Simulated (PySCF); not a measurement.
CH₅NSi.
SMILES: `[H]/N=C/[SiH3]`

Jobs on this species (8 atoms, 32 electrons) with PySCF (density fitting). Hardware of each: one thread of an Arm Neoverse V1, shared host. Times come from a shared host and carry two figures at best. Peak memory is the resident size of the whole Python process, interpreter and libraries included.

Question: Rank these jobs by wall time, shortest first.
A. B3LYP/aug-cc-pVTZ-J; spin–spin couplings from 8 perturbed nuclei; 260 basis functions
B. PBE0/6-311+G(2d,p); shieldings, charges and field gradients; 119 basis functions
C. PBE0/cc-pVDZ; shieldings, charges and field gradients; 71 basis functions
D. BHandHLYP/pcSseg-2; shieldings; 185 basis functions

Answer: C (3.8 s), B (6.2 s), D (10 s), A (30 s).

All jobs:

```csv
level and settings,work,basis functions,SCF cycles,wall time,peak memory
PBE0/6-31G,"shieldings, charges and field gradients",41,12,2.7 s,0.36 GiB
PBE0/cc-pVDZ,"shieldings, charges and field gradients",71,12,3.8 s,0.38 GiB
"PBE0/6-311+G(2d,p)","shieldings, charges and field gradients",119,12,6.2 s,0.51 GiB
BHandHLYP/pcSseg-2,shieldings,185,11,10 s,0.84 GiB
B97-2/pcSseg-2,shieldings,185,12,13 s,0.84 GiB
wB97X-D/pcSseg-2,shieldings,185,13,15 s,0.87 GiB
CAM-B3LYP/pcSseg-2,shieldings,185,12,15 s,0.88 GiB
B3LYP/cc-pVTZ,spin–spin couplings from 8 perturbed nuclei,164,12,15 s,0.63 GiB
B3LYP/aug-cc-pVTZ-J,spin–spin couplings from 8 perturbed nuclei,260,12,30 s,0.85 GiB
```

Question: What do all jobs in the table cost together?

Answer: About 1.8 min; the longest takes about 27 % of that, and about 11 times as long as the shortest.
